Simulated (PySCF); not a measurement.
Compound: C2F2S.
InChI=1S/C2F2S/c3-2(4)1-5

The closed-shell ground state was solved at several levels (PySCF, density fitting, gas phase, non-relativistic). Isolated species at its PBE0-D3(BJ)/def2-SVP geometry, gas phase.

```json
{"level": "PBE0/pcSseg-1", "basis functions": "92", "HOMO (eV)": "-6.60", "LUMO (eV)": "-3.43", "gap (eV)": "3.17", "dipole (D)": "0.55"}
{"level": "wB97X-D/pcSseg-2", "basis functions": "187", "HOMO (eV)": "-8.38", "LUMO (eV)": "-1.58", "gap (eV)": "6.80", "dipole (D)": "0.51"}
```

(1) Estimate the row for CAM-B3LYP/def2-SVPD, a basis of 113 functions; the other rows only guide the guess.

(2) Over all these levels, which gives the widest orbital gap and which the narrowest?

(3) How far do the dipole and the HOMO energy spread over the levels?

Results:

(1) HOMO -7.96 eV, LUMO -2.31 eV, gap 5.65 eV, dipole 0.79 D.

(2) wB97X-D/pcSseg-2 (range-separated hybrid) has the widest, 6.80 eV, and PBE0/pcSseg-1 (global hybrid, 25 % exact exchange) the narrowest, 3.17 eV. Functional and basis both differ between the two, so the spread mixes both effects.

(3) The dipole runs from 0.51 to 0.79 D (mean 0.61 D) and the HOMO from -8.38 to -6.60 eV.
